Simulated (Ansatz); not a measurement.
# AlSi (quartet): wave-function methods side by side at distance Si1–Al2 = 2.416 Å, cc-pVTZ

How much of the correlation energy of AlSi (quartet) does each wave-function method recover here?

Program: Ansatz 0.2.0, Gaussian basis. Level of theory: cc-pVTZ, core rule «outside noble gas», up to 10 orbitals frozen. These are calculated values, not measurements.

Plan: UHF; CCSD(T) on ROHF; CCSD(T) on UHF; BCCD(T) on ROHF; CISD; CCSDT(Q) on ROHF; CCSDT(Q) on UHF; CASSCF and MRCISD+Q, 5 electrons in 5 orbitals; CASSCF and NEVPT2, 5 electrons in 5 orbitals; CASSCF and MRCISD+Q, 7 electrons in 8 orbitals; CASSCF and NEVPT2, 7 electrons in 8 orbitals.

13 further runs of the same task are left out: 1 for a mislabelled method, 9 that didn't finish, 3 set aside as unsound or not needed.

## (1) What is computed

The geometry derives from a PBE0/def2-TZVP stationary point (not a proven minimum). One bond is set to the value named and the two fragments are kept rigid.

2 atoms, charge 0, spin multiplicity 4.

Atoms are counted from 1 here; the program's logs count them from 0.

Bond lengths: Si1–Al2 2.416 Å.

Geometry (Å):

```xyz
2
charge 0, multiplicity 4
Si    0.0000    0.0000    0.0000
Al    0.0000    0.0000    2.4162
```

## (2) UHF

Input file in.yaml:

```yaml
crystal:
  periodic: [false, false, false]
  atoms:
    - {symbol: Si, position_ang: [0.000000, 0.000000, 0.000000]}
    - {symbol: Al, position_ang: [0.000000, 0.000000, 2.416200]}
basis:
  gaussian: {orbitals: cc-pVTZ}
magnetization: {spin_polarized: true, initial_magnetization: 3}
hamiltonian: {xc: hf}
output: {orbitals: {seedname: orbitals}}
```

Run with:

```
$ ansatz run in.yaml --threads 1 --pin off --events-out ev --progress --plain --max-ram 2393MiB
```

The runs that follow: CCSD(T) on ROHF; CCSD(T) on UHF; BCCD(T) on ROHF; CISD; CCSDT(Q) on ROHF; CCSDT(Q) on UHF; CASSCF and MRCISD+Q, 5 electrons in 5 orbitals; CASSCF and NEVPT2, 5 electrons in 5 orbitals; CASSCF and MRCISD+Q, 7 electrons in 8 orbitals; CASSCF and NEVPT2, 7 electrons in 8 orbitals.

**Question.** What will the summary of the whole plan be? Wanted: UCCSDT(Q) below the RHF energy; RMP2 from UCCSDT(Q); UMP2 from UCCSDT(Q); RCCSD from UCCSDT(Q); RCCSD(T) from UCCSDT(Q); UCCSD(T) from UCCSDT(Q); RCCSDT(Q) from UCCSDT(Q); NEVPT2 pair from UCCSDT(Q); MRCISD+Q pair from UCCSDT(Q).

The runs gave:

| quantity | value |
| --- | --- |
| UCCSDT(Q) below the RHF energy | -4.4267 eV |
| RMP2 from UCCSDT(Q) | +1027.4 meV |
| UMP2 from UCCSDT(Q) | +1041.0 meV |
| RCCSD from UCCSDT(Q) | +317.2 meV |
| RCCSD(T) from UCCSDT(Q) | +69.4 meV |
| UCCSD(T) from UCCSDT(Q) | +68.1 meV |
| RCCSDT(Q) from UCCSDT(Q) | +2.3 meV |
| NEVPT2 pair from UCCSDT(Q) | +1049.7 meV |
| MRCISD+Q pair from UCCSDT(Q) | +132.1 meV |
| NEVPT2 valence from UCCSDT(Q) | +720.2 meV |
| levels within 1 kcal/mol (43 meV) | RCCSDT, UCCSDT, RCCSDT(Q), MRCISD+Q valence |
| T1 diagnostic | 0.038 |
| effectively unpaired electrons | 3.06 |

In words: RCCSD(T) misses by +69.4 meV, 1.6 % of the correlation energy. One determinant dominates. Of the multireference levels listed MRCISD+Q valence comes nearest in total energy (+12.7 meV), which doesn't show that its space is the better one. These misses are within one basis, not against nature; the frozen cores of restricted and unrestricted runs differ, which can shift their rows.
